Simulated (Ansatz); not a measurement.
Process, species as SMILES: FOF + H+ → F[OH+]F
B3LYP-D3(BJ)/def2-TZVP geometries, fixed; electronic energies without zero-point terms; positive where energy is released.

Basis-set convergence of the proton affinity at wB97M-V with Ansatz (a first-principles code). Cartesian d functions, on some or all atoms, in 6-31G*, 6-31G**, 6-31+G*; all else is spherical. The program fits the integrals of some runs and decomposes those of others, by size. The proton sits at the site shown, which need not be the one that binds it best. The functional holds VV10 correlation; no added dispersion term, no relativity. Functions are those of the species that has most. Reference: the value in pcseg-4, 112.51 kcal/mol, itself unsure by roughly 0.13 kcal/mol (its mean distance from aug-pcseg-3, aug-cc-pVQZ, cc-pV5Z). Deviations are taken from unrounded values.

```json
[
 {"basis": "STO-3G", "functions": "16"},
 {"basis": "3-21G", "functions": "29"},
 {"basis": "6-31G", "functions": "29"},
 {"basis": "6-31G*", "functions": "47"},
 {"basis": "6-31G**", "functions": "50"},
 {"basis": "6-31+G*", "functions": "59"},
 {"basis": "6-311G**", "functions": "60"},
 {"basis": "6-311+G**", "functions": "72"},
 {"basis": "6-311++G(2d,2p)", "functions": "91"},
 {"basis": "6-311++G(3df,3pd)", "functions": "135"}
]
```

Which is the smallest Pople set listed that can be trusted to 0.5 kcal/mol here, that is, within that of the reference together with its larger relatives (same family, alike in diffuse functions; a set with none to test it counts only in the reference's own line)?

Of the sets listed that have larger relatives (same family, alike in diffuse functions), none stays within 0.5 kcal/mol of the reference together with them. Inside the window by cancellation, since a larger relative falls out: 6-31G*. Value minus reference: STO-3G 53.92, 3-21G -4.48, 6-31G -13.17, 6-31G* 0.30, 6-31G** 3.58, 6-31+G* -6.96, 6-311G** -1.35, 6-311+G** -5.21, 6-311++G(2d,2p) -1.86, 6-311++G(3df,3pd) -0.77 kcal/mol.
